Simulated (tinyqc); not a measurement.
Worked calculation: MP2 on RHF in the sto-3g basis, frozen core, for BH2+, spin multiplicity 1. Computed by tinyqc, a small Python program that keeps every step (integrals from PySCF). Settings: charge = 1, multiplicity = 1, basis = sto-3g, method = RHF, frozen orbitals = 1, energy threshold = 1e-10, iteration cap = 80, orthogonalisation = symmetric, start = atomic densities, DIIS depth = 6. Command: `OMP_NUM_THREADS=1 python tinyqc.py 31369 31370 out.jsonl` (the two numbers bound the seeds that draw the settings). One thread of a shared host (Intel(R) Xeon(R) Processor @ 2.60GHz), about 0.1 s of CPU time with the checks. The early iterations of the SCF are left out here.

## One-electron integrals

Geometry (angstrom):
```
atom         x          y         z
B     0.000000   0.000000  0.000000
H     0.000000   1.186000  0.639000
H     0.000000  -1.186000  0.639000
```

Basis sto-3g: exponents (1/bohr^2) and contraction coefficients of normalised primitives:
```
element  l (shell)   exponent  coefficient
B            s (1)  48.791113     0.154329
B            s (1)   8.887362     0.535328
B            s (1)   2.405267     0.444635
B            s (2)   2.236956    -0.099967
B            s (2)   0.519821     0.399513
B            s (2)   0.169062     0.700115
B            p (3)   2.236956     0.155916
B            p (3)   0.519821     0.607684
B            p (3)   0.169062     0.391957
H            s (1)   3.425251     0.154329
H            s (1)   0.623914     0.535328
H            s (1)   0.168855     0.444635
```

Overlap, kinetic and nuclear-attraction integrals over the contracted functions; the nuclear repulsion is the sum of Za Zb / Rab.

nuclear repulsion = 4.15110474 hartree

overlap S:
```
           1B 1s     1B 2s    1B 2px     1B 2py    1B 2pz     2H 1s      3H 1s
1B 1s   1.000000  0.269328  0.000000   0.000000  0.000000  0.046575   0.046575
1B 2s   0.269328  1.000000  0.000000   0.000000  0.000000  0.398017   0.398017
1B 2px  0.000000  0.000000  1.000000   0.000000  0.000000  0.000000   0.000000
1B 2py  0.000000  0.000000  0.000000   1.000000  0.000000  0.379960  -0.379960
1B 2pz  0.000000  0.000000  0.000000   0.000000  1.000000  0.204717   0.204717
2H 1s   0.046575  0.398017  0.000000   0.379960  0.204717  1.000000   0.062712
3H 1s   0.046575  0.398017  0.000000  -0.379960  0.204717  0.062712   1.000000
```

kinetic energy T (hartree):
```
            1B 1s      1B 2s    1B 2px     1B 2py    1B 2pz      2H 1s      3H 1s
1B 1s   10.826302  -0.047967  0.000000   0.000000  0.000000  -0.013070  -0.013070
1B 2s   -0.047967   0.359168  0.000000   0.000000  0.000000   0.054152   0.054152
1B 2px   0.000000   0.000000  1.123881   0.000000  0.000000   0.000000   0.000000
1B 2py   0.000000   0.000000  0.000000   1.123881  0.000000   0.139183  -0.139183
1B 2pz   0.000000   0.000000  0.000000   0.000000  1.123881   0.074990   0.074990
2H 1s   -0.013070   0.054152  0.000000   0.139183  0.074990   0.760032  -0.011270
3H 1s   -0.013070   0.054152  0.000000  -0.139183  0.074990  -0.011270   0.760032
```

nuclear attraction V (hartree):
```
             1B 1s      1B 2s     1B 2px     1B 2py     1B 2pz      2H 1s      3H 1s
1B 1s   -23.932991  -3.350947   0.000000   0.000000  -0.013754  -0.582104  -0.582104
1B 2s    -3.350947  -4.542242   0.000000   0.000000  -0.127885  -1.537274  -1.537274
1B 2px    0.000000   0.000000  -4.447935   0.000000   0.000000   0.000000   0.000000
1B 2py    0.000000   0.000000   0.000000  -4.596125   0.000000  -1.378419   1.378419
1B 2pz   -0.013754  -0.127885   0.000000   0.000000  -4.490953  -0.763112  -0.763112
2H 1s    -0.582104  -1.537274   0.000000  -1.378419  -0.763112  -3.398597  -0.235332
3H 1s    -0.582104  -1.537274   0.000000   1.378419  -0.763112  -0.235332  -3.398597
```

core Hamiltonian H = T + V (hartree):
```
             1B 1s      1B 2s     1B 2px     1B 2py     1B 2pz      2H 1s      3H 1s
1B 1s   -13.106688  -3.398914   0.000000   0.000000  -0.013754  -0.595174  -0.595174
1B 2s    -3.398914  -4.183074   0.000000   0.000000  -0.127885  -1.483121  -1.483121
1B 2px    0.000000   0.000000  -3.324054   0.000000   0.000000   0.000000   0.000000
1B 2py    0.000000   0.000000   0.000000  -3.472245   0.000000  -1.239236   1.239236
1B 2pz   -0.013754  -0.127885   0.000000   0.000000  -3.367072  -0.688122  -0.688122
2H 1s    -0.595174  -1.483121   0.000000  -1.239236  -0.688122  -2.638565  -0.246601
3H 1s    -0.595174  -1.483121   0.000000   1.239236  -0.688122  -0.246601  -2.638565
```

## Two-electron integrals

Functions are numbered as in S; the eight-fold symmetry (ij|kl) = (ji|kl) = (kl|ij) leaves the list below.

Two-electron integrals (ij|kl) in chemists' order, unique and non-zero (hartree):
```
(11|11) 2.923513    (21|11) 0.518376    (21|21) 0.109262    (22|11) 0.744229
(22|21) 0.193177    (22|22) 0.544804    (31|31) 0.020264    (32|31) 0.029996
(32|32) 0.120346    (33|11) 0.742491    (33|21) 0.193240    (33|22) 0.544682
(33|33) 0.586773    (41|41) 0.020264    (42|41) 0.029996    (42|42) 0.120346
(43|43) 0.031630    (44|11) 0.742491    (44|21) 0.193240    (44|22) 0.544682
(44|33) 0.523513    (44|44) 0.586773    (51|51) 0.020264    (52|51) 0.029996
(52|52) 0.120346    (53|53) 0.031630    (54|54) 0.031630    (55|11) 0.742491
(55|21) 0.193240    (55|22) 0.544682    (55|33) 0.523513    (55|44) 0.523513
(55|55) 0.586773    (61|11) 0.089191    (61|21) 0.018744    (61|22) 0.033284
(61|33) 0.033126    (61|41) 0.001179    (61|42) 0.002186    (61|44) 0.033509
(61|51) 0.000635    (61|52) 0.001178    (61|54) 0.000206    (61|55) 0.033237
(61|61) 0.003315    (62|11) 0.225246    (62|21) 0.059434    (62|22) 0.185675
(62|33) 0.180271    (62|41) 0.005747    (62|42) 0.035723    (62|44) 0.192697
(62|51) 0.003096    (62|52) 0.019247    (62|54) 0.006695    (62|55) 0.183878
(62|61) 0.010890    (62|62) 0.089050    (63|31) 0.005807    (63|32) 0.027492
(63|43) 0.006578    (63|53) 0.003544    (63|63) 0.009517    (64|11) 0.189155
(64|21) 0.050556    (64|22) 0.166660    (64|33) 0.157848    (64|41) 0.010000
(64|42) 0.056628    (64|44) 0.181156    (64|51) 0.002259    (64|52) 0.015698
(64|54) 0.009014    (64|55) 0.160795    (64|61) 0.009689    (64|62) 0.093448
(64|64) 0.105588    (65|11) 0.101914    (65|21) 0.027239    (65|22) 0.089794
(65|33) 0.085046    (65|41) 0.002259    (65|42) 0.015698    (65|44) 0.090516
(65|51) 0.007024    (65|52) 0.035950    (65|54) 0.009525    (65|55) 0.093723
(65|61) 0.005220    (65|62) 0.050349    (65|64) 0.051761    (65|65) 0.037406
(66|11) 0.389452    (66|21) 0.104643    (66|22) 0.370573    (66|33) 0.348851
(66|41) 0.011908    (66|42) 0.099203    (66|44) 0.398997    (66|51) 0.006416
(66|52) 0.053449    (66|54) 0.027018    (66|55) 0.363408    (66|61) 0.019494
(66|62) 0.230586    (66|64) 0.262386    (66|65) 0.141370    (66|66) 0.774606
(71|11) 0.089191    (71|21) 0.018744    (71|22) 0.033284    (71|33) 0.033126
(71|41) -0.001179   (71|42) -0.002186   (71|44) 0.033509    (71|51) 0.000635
(71|52) 0.001178    (71|54) -0.000206   (71|55) 0.033237    (71|61) 0.003165
(71|62) 0.009936    (71|64) 0.008078    (71|65) 0.004778    (71|66) 0.017405
(71|71) 0.003315    (72|11) 0.225246    (72|21) 0.059434    (72|22) 0.185675
(72|33) 0.180271    (72|41) -0.005747   (72|42) -0.035723   (72|44) 0.192697
(72|51) 0.003096    (72|52) 0.019247    (72|54) -0.006695   (72|55) 0.183878
(72|61) 0.009936    (72|62) 0.056997    (72|64) 0.044806    (72|65) 0.031484
(72|66) 0.111317    (72|71) 0.010890    (72|72) 0.089050    (73|31) 0.005807
(73|32) 0.027492    (73|43) -0.006578   (73|53) 0.003544    (73|63) 0.005468
(73|73) 0.009517    (74|11) -0.189155   (74|21) -0.050556   (74|22) -0.166660
(74|33) -0.157848   (74|41) 0.010000    (74|42) 0.056628    (74|44) -0.181156
(74|51) -0.002259   (74|52) -0.015698   (74|54) 0.009014    (74|55) -0.160795
(74|61) -0.008078   (74|62) -0.044806   (74|64) -0.031038   (74|65) -0.024345
(74|66) -0.084218   (74|71) -0.009689   (74|72) -0.093448   (74|74) 0.105588
(75|11) 0.101914    (75|21) 0.027239    (75|22) 0.089794    (75|33) 0.085046
(75|41) -0.002259   (75|42) -0.015698   (75|44) 0.090516    (75|51) 0.007024
(75|52) 0.035950    (75|54) -0.009525   (75|55) 0.093723    (75|61) 0.004778
(75|62) 0.031484    (75|64) 0.024345    (75|65) 0.022475    (75|66) 0.064094
(75|71) 0.005220    (75|72) 0.050349    (75|74) -0.051761   (75|75) 0.037406
(76|11) 0.034616    (76|21) 0.009132    (76|22) 0.028789    (76|33) 0.027969
(76|44) 0.028960    (76|51) 0.000818    (76|52) 0.005128    (76|55) 0.029410
(76|61) 0.001612    (76|62) 0.011545    (76|64) 0.010616    (76|65) 0.007129
(76|66) 0.026662    (76|71) 0.001612    (76|72) 0.011545    (76|74) -0.010616
(76|75) 0.007129    (76|76) 0.001924    (77|11) 0.389452    (77|21) 0.104643
(77|22) 0.370573    (77|33) 0.348851    (77|41) -0.011908   (77|42) -0.099203
(77|44) 0.398997    (77|51) 0.006416    (77|52) 0.053449    (77|54) -0.027018
(77|55) 0.363408    (77|61) 0.017405    (77|62) 0.111317    (77|64) 0.084218
(77|65) 0.064094    (77|66) 0.222914    (77|71) 0.019494    (77|72) 0.230586
(77|74) -0.262386   (77|75) 0.141370    (77|76) 0.026662    (77|77) 0.774606
```

## Orthogonalisation

S = U s U^T; symmetric (Loewdin) form X = U s^(-1/2) U^T, so that X^T S X = 1.

eigenvalues of S: 0.368930  0.430386  0.865546  1.000000  1.098146  1.506902  1.730090

X:
```
            1B 1s      1B 2s    1B 2px     1B 2py     1B 2pz      2H 1s      3H 1s
1B 1s    1.031460  -0.161083  0.000000   0.000000  -0.009903   0.025658   0.025658
1B 2s   -0.161083   1.198093  0.000000   0.000000   0.084547  -0.262525  -0.262525
1B 2px   0.000000   0.000000  1.000000   0.000000   0.000000   0.000000   0.000000
1B 2py   0.000000   0.000000  0.000000   1.148792   0.000000  -0.250483   0.250483
1B 2pz  -0.009903   0.084547  0.000000   0.000000   1.042215  -0.131677  -0.131677
2H 1s    0.025658  -0.262525  0.000000  -0.250483  -0.131677   1.177069  -0.013065
3H 1s    0.025658  -0.262525  0.000000   0.250483  -0.131677  -0.013065   1.177069
```

## Iteration 8 (converged): orbitals

converged F (hartree):
```
            1B 1s      1B 2s     1B 2px     1B 2py     1B 2pz      2H 1s      3H 1s
1B 1s   -7.920631  -2.300277   0.000000   0.000000   0.009977  -0.407098  -0.407098
1B 2s   -2.300277  -1.413995   0.000000   0.000000  -0.103364  -0.619656  -0.619656
1B 2px   0.000000   0.000000  -0.156268   0.000000   0.000000   0.000000   0.000000
1B 2py   0.000000   0.000000   0.000000  -0.576787   0.000000  -0.459988   0.459988
1B 2pz   0.009977  -0.103364   0.000000   0.000000  -0.208698  -0.200090  -0.200090
2H 1s   -0.407098  -0.619656   0.000000  -0.459988  -0.200090  -0.613354  -0.101064
3H 1s   -0.407098  -0.619656   0.000000   0.459988  -0.200090  -0.101064  -0.613354
```

Diagonalise F' = X^T F X, C = X C', fill 3 alpha and 3 beta electrons from the bottom; D = 2 C_occ C_occ^T. Each column has its largest component positive (the first on a tie).

F' = X^T F X (hartree):
```
           1          2          3          4          5          6          7
1  -7.733290  -1.168685   0.000000   0.000000   0.001632  -0.023570  -0.023570
2  -1.168685  -0.740012   0.000000   0.000000   0.021065  -0.352322  -0.352322
3   0.000000   0.000000  -0.156268   0.000000   0.000000   0.000000   0.000000
4   0.000000   0.000000   0.000000  -0.296032   0.000000  -0.367934   0.367934
5   0.001632   0.021065   0.000000   0.000000  -0.141610  -0.155775  -0.155775
6  -0.023570  -0.352322   0.000000  -0.367934  -0.155775  -0.275510  -0.026020
7  -0.023570  -0.352322   0.000000   0.367934  -0.155775  -0.026020  -0.275510
```

orbital energies (hartree): MO1 -7.925106, MO2 -0.945397, MO3 -0.793619, MO4 -0.233432, MO5 -0.156268, MO6 0.187492, MO7 0.248097

coefficients C:
```
              MO1        MO2        MO3        MO4       MO5        MO6        MO7
1B 1s    0.992321  -0.236600   0.000000   0.137589  0.000000  -0.177938   0.000000
1B 2s    0.029042   0.702414   0.000000  -0.560911  0.000000   0.893035   0.000000
1B 2px   0.000000   0.000000   0.000000   0.000000  1.000000   0.000000   0.000000
1B 2py   0.000000   0.000000   0.585443   0.000000  0.000000   0.000000   1.049982
1B 2pz   0.000884   0.107011   0.000000   0.789168  0.000000   0.702779   0.000000
2H 1s   -0.004824   0.295412   0.400591   0.258927  0.000000  -0.781048  -0.781331
3H 1s   -0.004824   0.295412  -0.400591   0.258927  0.000000  -0.781048   0.781331
```

D after iteration 8:
```
            1B 1s      1B 2s    1B 2px     1B 2py     1B 2pz      2H 1s      3H 1s
1B 1s    2.081361  -0.274744  0.000000   0.000000  -0.048883  -0.149362  -0.149362
1B 2s   -0.274744   0.988459  0.000000   0.000000   0.150384   0.414723   0.414723
1B 2px   0.000000   0.000000  0.000000   0.000000   0.000000   0.000000   0.000000
1B 2py   0.000000   0.000000  0.000000   0.685488   0.000000   0.469046  -0.469046
1B 2pz  -0.048883   0.150384  0.000000   0.000000   0.022904   0.063216   0.063216
2H 1s   -0.149362   0.414723  0.000000   0.469046   0.063216   0.495528  -0.146363
3H 1s   -0.149362   0.414723  0.000000  -0.469046   0.063216  -0.146363   0.495528
```

## Convergence

Stop when the energy changes by less than 1e-10 hartree and every element of the error matrix X^T (F D S - S D F) X is below 3e-06.

Course of the cycle:
```
iteration   E (hartree)     change  largest element of the error matrix
1          -22.57077569          -                             3.80e-01
2          -25.09495188  -2.52e+00                             5.78e-02
3          -25.10554129  -1.06e-02                             1.92e-02
4          -25.10691973  -1.38e-03                             3.08e-03
5          -25.10695321  -3.35e-05                             4.92e-04
6          -25.10695369  -4.76e-07                             1.15e-05
7          -25.10695369  -1.62e-10                             2.21e-07
8          -25.10695369  -9.95e-14                             6.91e-09
```

PySCF RHF in the same basis = -25.10695369 hartree

Converged in 8 iterations.

## Integrals over molecular orbitals

(pq|rs) = sum C_ip C_jq C_kr C_ls (ij|kl), one index at a time.

one-electron integrals over orbitals h = C^T H C (hartree):
```
            1          2          3          4          5          6          7
1  -13.093534   0.286755   0.000000  -0.182324   0.000000   0.182409   0.000000
2    0.286755  -3.380104   0.000000   0.126225   0.000000  -0.510693   0.000000
3    0.000000   0.000000  -3.120299   0.000000   0.000000   0.000000  -0.545830
4   -0.182324   0.126225   0.000000  -3.198819   0.000000  -0.284974   0.000000
5    0.000000   0.000000   0.000000   0.000000  -3.324054   0.000000   0.000000
6    0.182409  -0.510693   0.000000  -0.284974   0.000000  -2.693091   0.000000
7    0.000000   0.000000  -0.545830   0.000000   0.000000   0.000000  -2.681907
```

Two-electron integrals over orbitals (pq|rs), unique and non-zero (hartree); the lowest 1 orbital is frozen and left out:
```
(22|22) 0.467180    (32|32) 0.137270    (33|22) 0.455228    (33|33) 0.470992
(42|22) 0.017261    (42|33) 0.017066    (42|42) 0.071406    (43|32) 0.026607
(43|43) 0.033674    (44|22) 0.436287    (44|33) 0.418653    (44|42) -0.075333
(44|44) 0.565145    (52|52) 0.075162    (53|53) 0.018312    (54|52) -0.033733
(54|54) 0.043078    (55|22) 0.468956    (55|33) 0.430493    (55|42) -0.043762
(55|44) 0.501667    (55|55) 0.586773    (62|22) 0.054203    (62|33) 0.014668
(62|42) -0.004940   (62|44) 0.053051    (62|55) 0.100600    (62|62) 0.087406
(63|32) -0.063833   (63|43) -0.029506   (63|63) 0.074803    (64|22) 0.024718
(64|33) 0.001570    (64|42) -0.011559   (64|44) 0.050337    (64|55) 0.047208
(64|62) 0.049153    (64|64) 0.037145    (65|52) 0.048475    (65|54) -0.010678
(65|65) 0.039733    (66|22) 0.471747    (66|33) 0.461740    (66|42) 0.053326
(66|44) 0.406292    (66|55) 0.443523    (66|62) 0.039868    (66|64) 0.014509
(66|66) 0.521566    (72|32) -0.013203   (72|43) -0.033825   (72|63) 0.049968
(72|72) 0.054213    (73|22) 0.041184    (73|33) 0.023153    (73|42) -0.056664
(73|44) 0.099126    (73|55) 0.109317    (73|62) 0.069963    (73|64) 0.045122
(73|66) -0.004937   (73|73) 0.111211    (74|32) -0.072199   (74|43) 0.000459
(74|63) 0.042346    (74|72) 0.004698    (74|74) 0.058461    (75|53) 0.016424
(75|75) 0.018227    (76|32) 0.112383    (76|43) 0.040905    (76|63) -0.077505
(76|72) -0.040875   (76|74) -0.058808   (76|76) 0.120764    (77|22) 0.455761
(77|33) 0.471110    (77|42) -0.000979   (77|44) 0.450791    (77|55) 0.450953
(77|62) 0.014221    (77|64) 0.001965    (77|66) 0.469986    (77|73) 0.034023
(77|77) 0.497482
```

## Second-order Moller-Plesset energy

Hartree-Fock energy = -25.10695369 hartree

E2 = sum_ijab (ia|jb) [2 (ia|jb) - (ib|ja)] / (e_i + e_j - e_a - e_b) over occupied i, j and virtual a, b; the opposite-spin part is (ia|jb)^2 / denominator, the rest is same-spin, and SCS-MP2 scales them by 6/5 and 1/3.

Terms:
```
i  j  a  b    (ia|jb)    (ib|ja)  denominator       term
3  3  7  7   0.111211   0.111211    -2.083431  -0.005936
2  2  4  4   0.071406   0.071406    -1.423929  -0.003581
2  2  5  5   0.075162   0.075162    -1.578257  -0.003579
2  2  6  6   0.087406   0.087406    -2.265777  -0.003372
3  2  7  6   0.069963   0.049968    -2.174604  -0.002894
2  3  6  7   0.069963   0.049968    -2.174604  -0.002894
3  3  6  6   0.074803   0.074803    -1.962221  -0.002852
3  2  7  4  -0.056664  -0.033825    -1.753680  -0.002569
2  3  4  7  -0.056664  -0.033825    -1.753680  -0.002569
2  2  7  7   0.054213   0.054213    -2.386987  -0.001231
3  3  4  4   0.033674   0.033674    -1.120373  -0.001012
2  3  7  6   0.049968   0.069963    -2.174604  -0.000689
3  2  6  7   0.049968   0.069963    -2.174604  -0.000689
3  3  4  6  -0.029506  -0.029506    -1.541297  -0.000565
3  3  6  4  -0.029506  -0.029506    -1.541297  -0.000565
3  3  5  5   0.018312   0.018312    -1.274701  -0.000263
2  3  7  4  -0.033825  -0.056664    -1.753680  -0.000212
3  2  4  7  -0.033825  -0.056664    -1.753680  -0.000212
2  2  6  4  -0.004940  -0.004940    -1.844853  -0.000013
2  2  4  6  -0.004940  -0.004940    -1.844853  -0.000013
```

Pair energies (hartree; pair i-j sums ij and ji):
```
pair  opposite spin  same spin
2-2       -0.011790          0
3-2       -0.011765  -0.000963
3-3       -0.011193          0
```

MP2 correlation energy = -0.03571010 hartree

SCS-MP2 correlation energy = -0.04201788 hartree

MP2 total energy = -25.14266379 hartree
